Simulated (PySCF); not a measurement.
Compound: CH₇AlN (charge -1).
Cartesian coordinates in Å at the PBE0-D3(BJ)/def2-SVP level; atoms count from 1:
```xyz
10
CH7AlN angstrom
C     -1.5654   -0.1976    0.1232
N     -0.3158    0.4800    0.1132
Al     1.4086   -0.2283    0.0084
H     -1.4074   -1.2868    0.0162
H     -2.2648    0.0781   -0.7068
H     -2.1691   -0.0811    1.0598
H     -0.4167    1.4853    0.2010
H      1.5953   -1.1735   -1.3380
H      1.8045   -1.1644    1.3176
H      2.4009    1.0907   -0.0567
```

Method used: PBE0-D3(BJ)/def2-SVP geometry optimisation, gas phase in PySCF 2.14.0.

**Question.** Which atoms are bound to Al3, and at what distances?

**Answer.** 4 atoms: H10 1.652 Å, H8 1.656 Å, H9 1.657 Å, N2 1.867 Å. The nearest atom not counted as bound is H7, at 2.51 Å.

**Question.** List the angles at Al3.

**Answer.** 
| angle | degrees | distance of the outer atoms (Å) |
| --- | --- | --- |
| N2–Al3–H9 | 113.0 | 2.94 |
| N2–Al3–H8 | 111.5 | 2.91 |
| H8–Al3–H10 | 110.9 | 2.72 |
| H9–Al3–H10 | 109.8 | 2.71 |
| H8–Al3–H9 | 107.0 | 2.66 |
| N2–Al3–H10 | 104.7 | 2.79 |

**Question.** What is the shape at Al3?

**Answer.** Distorted tetrahedral: angles from 104.7° to 113.0°; τ4 = (360° − α − β)/141° = 0.96 with α and β the two widest (0 for a square, 1 for a tetrahedron).

**Question.** What are the other bond lengths?

**Answer.** C1–N2 1.422 Å; C1–H4 1.106 Å; C1–H5, C1–H6 1.120 Å; N2–H7 1.014 Å.

**Question.** Give some angles away from the centre.

**Answer.** C1–N2–Al3 129.2°.

**Question.** What are the rotational constants (commonest isotopes, rigid rotor)?

**Answer.** A = 28811, B = 4575, C = 4295 MHz: a near-prolate asymmetric top.

Point group: near Cs, missed by 0.16 Å at most; the miss may be what the optimiser left on a soft mode. Charge -1, singlet. The geometry's basis has no diffuse functions, a weakness for an anion. PBE0-D3(BJ)/def2-SVP frequencies: not computed here.

Hardware: one thread, Arm Neoverse V2 (shared host). Cost: 6.5 s. These figures are those of the optimisation.
